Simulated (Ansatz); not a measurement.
The input, for Ansatz 0.2.0:

```yaml
crystal:
  periodic: [false, false, false]
  atoms:
    - {symbol: H, position_ang: [-1.991865, 0.000000, 0.000000]}
    - {symbol: H, position_ang: [-1.076865, 0.000000, 0.000000]}
    - {symbol: B, position_ang: [0.161135, 0.000000, 0.000000]}
    - {symbol: H, position_ang: [0.670208, 0.000000, 1.077008]}
    - {symbol: H, position_ang: [0.670209, 0.000000, -1.077008]}
basis:
  gaussian: {orbitals: cc-pVDZ}
magnetization: {spin_polarized: true, initial_magnetization: 1}
correlation: {method: ccsdtq, electrons: outside_noble_gas}
```

```sh
$ ansatz run in.yaml --threads 2 --pin off --events-out ev --progress --plain --max-ram 24576MiB --backend cuda --devices 0, --max-vram 18GiB
```

Output:

```
600 factors; integrals over basis functions are off by at most 2.1e-7 eV
mean field evaluation 1: about -729.6054 eV, gradient 8.4e0 eV
mean field evaluation 2: about -729.6053 eV, gradient 8.4e0 eV
mean field evaluation 4: about -730.4704 eV, gradient 9.3e-1 eV
mean field evaluation 8: about -730.4893 eV, gradient 2.1e-3 eV
mean field evaluation 16: about -729.2361 eV, gradient 7.0e-1 eV
mean field evaluation 32: about -729.2412 eV, gradient 1.8e-1 eV
mean field evaluation 64: about -729.2436 eV, gradient 7.1e-3 eV
mean field -730.48928647 eV, -26.8449861343 hartree, gradient 1.1e-6 eV, S^2 0.764324; 2 other end points of the search recorded, 0 dependent functions left out
determinant -730.48928647 eV, -26.8449861343 hartree, with singles and doubles -733.99469437 eV, -26.9738074987 hartree
determinant -729.24385631 eV, -26.7992174203 hartree, with singles and doubles -733.13217094 eV, -26.9421103470 hartree
1 core orbitals not correlated: weight in the atoms' cores, before any rotation towards them, 1.000 or more for the frozen orbitals, at most 0.000 for the correlated occupied ones
reference -730.48928647 eV, -26.8449861343 hartree; 4, 3 occupied and 29, 30 virtual orbitals, 600 factors
second order -2.75993149 eV of doubles, -0.00000000 eV of singles
cycle   1  -3.30380352 eV  change   -5.4e-1 eV  update   5.2e-2
cycle   2  -3.56137088 eV  change   -2.6e-1 eV  update   2.1e-2
cycle   3  -3.56919620 eV  change   -7.8e-3 eV  update   5.8e-3
cycle   4  -3.57386274 eV  change   -4.7e-3 eV  update   2.6e-3
cycle   5  -3.57405286 eV  change   -1.9e-4 eV  update   1.2e-3
cycle   6  -3.57375900 eV  change    2.9e-4 eV  update   4.1e-4
cycle   7  -3.57397013 eV  change   -2.1e-4 eV  update   1.7e-4
cycle   8  -3.57401777 eV  change   -4.8e-5 eV  update   6.8e-5
cycle   9  -3.57398711 eV  change    3.1e-5 eV  update   3.1e-5
cycle  10  -3.57398611 eV  change    1.0e-6 eV  update   1.2e-5
cycle  11  -3.57398817 eV  change   -2.1e-6 eV  update   5.2e-6
cycle  12  -3.57398991 eV  change   -1.7e-6 eV  update   2.1e-6
cycle  13  -3.57399003 eV  change   -1.2e-7 eV  update   8.9e-7
cycle  14  -3.57398934 eV  change    6.9e-7 eV  update   4.2e-7
cycle  15  -3.57398906 eV  change    2.7e-7 eV  update   2.1e-7
Total energy: -734.06327553 eV, -26.9763278099 hartree
```

For the same geometry and basis full CI lies 0.0 meV higher.

Ran on 2 threads of AMD EPYC 7R13 with a shared H100 80 GB, shared host: 13 s wall, 0.83 GiB peak host memory.
